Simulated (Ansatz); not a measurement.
## C5H8, SMILES C=C=CCC: a ranking of conformers, step by step

Computed with Ansatz 0.2.0, Python API.

Run as a notebook:

```python
import ansatz as az
from rdkit import Chem
from rdkit.Chem import AllChem
```

```python
BASIS = "cc-pVDZ"
LEVEL = "mp2"
```

```python
rd = Chem.AddHs(Chem.MolFromSmiles("C=C=CCC"))
ids = list(AllChem.EmbedMultipleConfs(rd, numConfs=20, randomSeed=720, pruneRmsThresh=0.4))
field = [energy for _, energy in AllChem.MMFFOptimizeMoleculeConfs(rd)]
distinct = {round(e, 2): i for i, e in zip(ids, field)}
chosen = sorted(distinct.items())[:5]
found = []
for force_field, index in chosen:
    mol = az.Crystal.molecule()
    for atom, xyz in zip(rd.GetAtoms(), rd.GetConformer(index).GetPositions()):
        mol = mol.atom(atom.GetSymbol(), xyz.round(5).tolist())
    model = mol.calculation().basis(gaussian=BASIS).correlation(LEVEL)
    found.append(model.run(threads=1, backend="cpu").report["free_energy_ev"])
print("conformer   MMFF (kcal/mol)   this level (kJ/mol)")
for (force_field, index), e in zip(chosen, found):
    print(f"{index:9d} {force_field - chosen[0][0]:17.2f} {96.485332 * (e - min(found)):17.3f}")
```

    conformer   MMFF (kcal/mol)   this level (kJ/mol)
            2              0.00             0.000
            3              0.84             6.633

The conformers keep their force-field geometries. Hardware and time: 3.2 s on 1 thread of Arm Neoverse V2 (shared host), peak memory 0.3 GiB.

(Lines on the test bed's own set-up are left out of the output.)
